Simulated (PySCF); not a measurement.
# Sulfur: a sound run and one with changed settings

Sound run: S [Ne] 3s2 3p4, S+ [Ne] 3s2 3p3. All numbers are calculated (PySCF 2.14, no relativity, point nucleus, in def2-SVP (4s3p1d, 18 functions)). The sound run starts from symmetry-adapted Hartree-Fock orbitals and uses a fine grid where one is needed.

Changed run: 26 angular points. This setting is unsound on purpose.

| species | method | sound run (hartree) | changed run (hartree) | converged |
| --- | --- | --- | --- | --- |
| S | UHF | -397.36640 | -397.36640 | yes |
| S | TPSS | -397.99921 | -397.99932 | yes |
| S | LDA | -396.58710 | -396.58719 | yes |
| S+ | UHF | -397.02866 | -397.02866 | yes |
| S+ | TPSS | -397.61690 | -397.61690 | yes |
| S+ | LDA | -396.20356 | -396.20356 | yes |

Ionisation energy of S:

| method | sound run (eV) | changed run (eV) |
| --- | --- | --- |
| UHF | 9.190 | 9.190 |
| TPSS | 10.403 | 10.406 |
| LDA | 10.437 | 10.439 |

A coarse angular grid integrates products of high-l functions wrongly, so density functionals can shift, and the SCF can exploit the error; Hartree-Fock and MP2 need no grid.

For comparison, NIST gives 10.360 eV between the lowest levels.
